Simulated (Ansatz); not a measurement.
Two structures, one formula

Two isomers of CH6AlB, singlet, relaxed at PBE0-D4/def2-TZVP (vibrations not checked).

A:

```xyz
9
angstrom
B 0.1002 -0.6379 1.1667
C 0.7931 -0.0061 -0.0161
Al -0.7086 0.6363 -1.1425
H -1.2870 -0.3069 -2.2755
H -1.2379 2.1174 -0.9583
H 1.3425 0.9221 0.1699
H 1.3116 -0.6810 -0.7044
H -0.2427 -1.7877 1.1347
H -0.2074 0.0212 2.1216
```

B:

C1  (-0.754, 0.984, -0.760)
B2  (0.445, 0.043, -0.436)
Al3  (0.686, -1.180, 1.289)
H4  (-1.369, 0.371, -1.443)
H5  (-0.482, 1.868, -1.344)
H6  (-1.404, 1.273, 0.067)
H7  (1.286, -0.033, -1.299)
H8  (0.074, -2.652, 1.371)
H9  (1.518, -0.676, 2.555)
(Å)

Computed with Ansatz 0.2.0 (basis: def2-TZVPP); correlated methods freeze the cores. B3LYP uses VWN-RPA correlation.

(1) Which structure is lower at CCSD(T), and by how much? (To be estimated.)

T1 diagnostic: at most 0.012.

## Answers

(1) The calculation gives: A, by 0.727 eV (electronic energy, against the other). By their contacts, A is CH₆AlB ([BH2][CH2][AlH2]) and B is CH₆AlB ([CH3][BH][AlH2]).

All methods give the same order:

```csv
method,E(B) − E(A) (eV)
PBE-D4,0.665
r2SCAN-D4,0.735
PBE0-D4,0.675
B3LYP-D4,0.707
wB97M-V,0.764
HF,0.640
MP2,0.826
CCSD,0.702
CCSD(T),0.727
```

Labels in which every atom is bracketed show which atoms are joined, not bond orders.
